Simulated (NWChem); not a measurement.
System: sulfur dioxide (SO2); SMILES O=S=O

```xyz
3

O      1.2504     0.0000     0.3713
S      0.0000     0.0000    -0.3713
O     -1.2504     0.0000     0.3713
```
Atoms are numbered in this order, from 1.

All runs use the structure optimised with PBE0/def2-SVP.

Symmetry labels are those of C2v in the frame above (b1 and b2, or b-type labels, depend on it).

Task: List the 4 lowest vertical singlet excitations from CAM-B3LYP/def2-SVPD, TDA (NWChem).

Result: 
| state | energy (eV) | oscillator strength | symmetry | leading excitation (squared amplitude) |
|---|---|---|---|---|
| S1 | 4.09 | 0.007 | b2 | HOMO → LUMO (0.98) |
| S2 | 4.39 | 0.000 | a2 | HOMO−1 → LUMO (0.99) |
| S3 | 6.54 | 0.077 | b1 | HOMO−2 → LUMO (0.78) |
| S4 | 8.32 | 0.003 | b2 | HOMO−5 → LUMO (0.98) |
